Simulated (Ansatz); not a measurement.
bcc Fe was calculated with r²SCAN (PAW; Ansatz, an electronic-structure program).

Numerical settings: plane-wave cutoff 500 eV, 26×26×26 k mesh, Fermi–Dirac smearing 0.1 eV, ferromagnetic start, spin-polarised with parallel moments, scalar-relativistic PAW data made under PBE.

Cell (relaxed at this level):

```yaml
crystal:
  lattice:
    - [2.86692, 0.00000, 0.00000]
    - [0.00000, 2.86692, 0.00000]
    - [0.00000, 0.00000, 2.86692]
  atoms:
    - { symbol: Fe, position: [0.00000, 0.00000, 0.00000] }
    - { symbol: Fe, position: [0.50000, 0.50000, 0.50000] }
```

**Question.** Predict the magnetic moment per atom (the cell's total over its atoms).

**Answer.** 
* **magnetic moment per atom (the cell's total over its atoms)**: 2.65 μB

Moments are spin moments.

Static lattice: no zero-point or thermal effects.

Computing time: around 4 core-minutes (rough).
